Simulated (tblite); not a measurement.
Run record: molecular-dynamics run, `CC(C)OC=O` (isopropyl formate).

Computed with GFN2-xTB (tblite), gas phase: Langevin dynamics at 600 K from the optimised GFN2-xTB geometry, time step 0.5 fs, friction 0.01 fs⁻¹, 2000 steps. The input is one job of a driver script: a line of settings, then coordinates in Å. «temperature» is in K, «steps» counts time steps and «every» is the stride of the printed frames; «frames» go on to single points.

Command:
```bash
OMP_NUM_THREADS=1 python probes_run.py task.json out
```

Input:
```
{"job": {"kind": "md", "xc": "GFN2-xTB", "basis": "xTB", "temperature": 600, "steps": 2000, "every": 50, "frames": 5}, "charge": 0, "multiplicity": 1}
C     -1.056882    -0.879816     0.370092
C     -0.168029     0.274971    -0.077560
C     -0.345064     0.605945    -1.551650
O      1.218525    -0.083671     0.110061
C      1.732185     0.080523     1.309667
O      1.182315     0.504923     2.283589
H     -2.100599    -0.624016     0.211990
H     -0.903079    -1.081271     1.427526
H     -0.818314    -1.775344    -0.199286
H     -0.369251     1.156403     0.545114
H      0.321430     1.414651    -1.839110
H     -0.113293    -0.265986    -2.157590
H     -1.370760     0.908637    -1.740689
H      2.790137    -0.236422     1.285682
```

Output:
```
t/fs     T/K      E/eV
    0.0   464.8   -565.46742
   25.0   310.8   -564.78163
   50.0   392.7   -564.87182
   75.0   487.8   -565.08438
  100.0   332.5   -564.79429
  125.0   542.6   -564.90414
  150.0   417.5   -564.95205
  175.0   482.3   -564.77033
  200.0   586.2   -564.60669
  225.0   689.8   -564.64991
  250.0   629.4   -564.63616
  275.0   628.7   -564.53357
  300.0   543.5   -564.72410
  325.0   660.3   -564.57198
  350.0   476.0   -564.24900
  375.0   551.9   -564.20803
  400.0   629.3   -564.52199
  425.0   662.1   -564.28322
  450.0   697.9   -564.37741
  475.0   610.7   -564.25076
  500.0   486.5   -563.93072
  525.0   662.4   -564.32429
  550.0   761.9   -564.14266
  575.0   484.9   -563.74189
  600.0   747.2   -563.89291
  625.0   711.7   -564.13324
  650.0   556.4   -564.06469
  675.0   721.7   -564.78676
  700.0   637.9   -564.52678
  725.0   548.2   -564.39652
  750.0   607.3   -564.63715
  775.0   514.8   -564.58282
  800.0   798.9   -564.54316
  825.0   453.4   -564.25812
  850.0   566.5   -564.55948
  875.0   471.9   -564.64327
  900.0   499.2   -564.42941
  925.0   510.8   -564.38357
  950.0   625.3   -564.52340
  975.0   690.8   -564.48877
 1000.0   407.5   -564.69535
```

E is the potential energy; T comes from the kinetic energy over all 3N coordinates.

Sum up the printed frames.

41 frames over 1000 fs. T runs from 311 K (25 fs) to 799 K (800 fs), with a mean of 567 K over all frames and 594 K from 500 fs on. E starts at -565.467 eV, peaks 1.726 eV above that at 575 fs, and averages 1.101 eV above it from 500 fs on.

Give the last frame.

0.88 Å rms from the start after alignment:
```
atom  x, y, z in Å  |  force x, y, z in eV/Å
C1     -0.304   -1.779   -0.052    1.007   1.611  -0.051
C2      0.163   -0.354    0.467   -0.155  -1.601   0.732
C3      0.389    0.663   -0.606    1.234   0.343  -0.501
O4      1.457   -0.612    1.075   -1.070  -0.462   0.634
C5      1.383   -1.252    2.244    5.064   0.540  -2.696
O6      0.588   -1.345    3.066   -3.633  -0.212   2.370
H7     -1.290   -1.657   -0.416   -0.862  -0.020  -0.671
H8     -0.380   -2.424    0.818    0.444  -0.325  -0.292
H9      0.399   -2.092   -0.872   -0.755  -0.030   1.093
H10    -0.529   -0.044    1.311    0.487   0.002  -1.002
H11    -0.420    0.627   -1.331   -0.501   1.058   0.631
H12     0.780    1.599   -0.104   -1.237  -0.662  -0.982
H13     1.212    0.368   -1.285    0.149  -0.262   0.669
H14     2.432   -1.652    2.382   -0.172   0.021   0.067
```

On Intel Xeon Platinum 8488C, one thread, on a shared host, this took 6.9 s and 0.18 GiB of memory at its peak.
